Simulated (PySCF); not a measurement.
ClNa, charge -1, multiplicity 2. Atoms are numbered in the order given.

```xyz
2

Na     0.0000     0.0000    -1.5310
Cl     0.0000     0.0000     0.9907
```
Charge -1, spin multiplicity 2.

Coordinates come from a PBE-D3(BJ)/def2-TZVPD optimisation. The multiplicity is an assumed one; other spin states were not compared.

Method: PBE/def2-TZVPD (PySCF).

Isolated molecule, no solvent. A positive occupied level means that this level leaves the electron formally unbound; only the finite basis holds it.

```yaml
total_energy: -622.30043 hartree
point_group: C∞v
"α spin, highest occupied and lowest empty level": 0.90 and 1.96 eV
"β spin, highest occupied and lowest empty level": -1.63 and 1.97 eV
dipole_moment_about_the_centre_of_nuclear_charge: 4.03 D
mean_static_polarisability: 385.3 bohr³ (57.09 Å³)
polarisability_principal_values: 279.9, 438.0, 438.0 bohr³
"⟨S²⟩": 0.750 (pure state 0.75)
```
